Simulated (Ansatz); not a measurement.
A made-up structure of B2H2Cl, doublet:

```json
{"atom": "B1", "x (Å)": "-2.5114", "y (Å)": "0.1029", "z (Å)": "-0.1353"}
{"atom": "B2", "x (Å)": "-0.8402", "y (Å)": "0.0348", "z (Å)": "-0.0453"}
{"atom": "Cl3", "x (Å)": "0.7196", "y (Å)": "-0.0294", "z (Å)": "0.0388"}
{"atom": "H4", "x (Å)": "1.3369", "y (Å)": "-1.2073", "z (Å)": "0.0254"}
{"atom": "H5", "x (Å)": "1.4274", "y (Å)": "1.0935", "z (Å)": "0.1235"}
```

It is relaxed with PBE-D4/def2-SVP and then PBE0-D4/def2-TZVP (Ansatz 0.2.0). Atoms count as bonded within 1.22 times the sum of their covalent radii (H–H: 0.88 Å). The end point is not checked to be a true minimum.

Question: Does its bonding change? (A judgement: the text doesn't fix the answer.)

Answer: The calculation gives: Yes. Formed: none; broken: Cl3–H4, Cl3–H5.

Where it ends: The first stage lowers the energy by 3.38 eV in 12 steps. It ends as a complex of B₂Cl + H + H:
B1  (-2.938, 0.138, -0.565)
B2  (-1.625, 0.055, 0.188)
Cl3  (-0.168, -0.037, 1.024)
H4  (2.348, -2.223, -0.412)
H5  (2.515, 2.061, -0.229)
(Å)

For scale, one of the runs: PBE0-D4/def2-TZVP relaxation, 111 basis functions, launched by `ansatz run in.yaml --threads 2 --pin off --events-out ev --progress --plain --max-ram 4352MiB`. Hardware: 2 CPU threads of an Arm Neoverse V2, shared host. Wall time about 2.8 min.
